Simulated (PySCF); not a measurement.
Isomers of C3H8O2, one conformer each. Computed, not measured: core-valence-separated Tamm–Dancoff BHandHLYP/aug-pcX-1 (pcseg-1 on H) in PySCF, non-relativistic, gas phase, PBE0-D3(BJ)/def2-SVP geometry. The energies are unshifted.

P. `COCOC`
Q. `C[C@H](O)CO`

Main lines, eV (oscillator strength):
1. C K: 285.2 (0.013), 286.0 (0.028), 286.3 (0.016), 286.7 (0.021), 286.7 (0.008); O K: 532.3 (0.021), 532.6 (0.014), 534.1 (0.003), 534.2 (0.013), 534.4 (0.010)
2. C K: 286.7 (0.050), 287.2 (0.026), 287.4 (0.070), 287.7 (0.068), 288.1 (0.032); O K: 533.9 (0.026), 534.1 (0.013), 534.6 (0.014), 534.8 (0.003), 535.0 (0.011)
Listed: the first five lines at most of each edge with a tenth or more of its strongest line's intensity; roots within 0.03 eV on the same or equivalent atoms are summed. Only the lowest roots were sought, and the top ones are left out.

Task: Which spectrum belongs to which isomer?

Result: 1 = Q, 2 = P.
- P: first C line listed at 286.7 eV, hole on the methoxy carbon; first O line listed at 533.9 eV, hole on the ether oxygen.
- Q: first C line listed at 285.2 eV, hole on the methyl carbon; first O line listed at 532.3 eV, hole on the alcohol oxygen.

Task: What are the ground-state energies of the isomers at BHandHLYP/aug-pcX-1 (pcseg-1 on H), relative to the lowest?

Result: P 59.2, Q 0.0 kJ/mol (electronic energies on these geometries, no dispersion or zero-point terms).
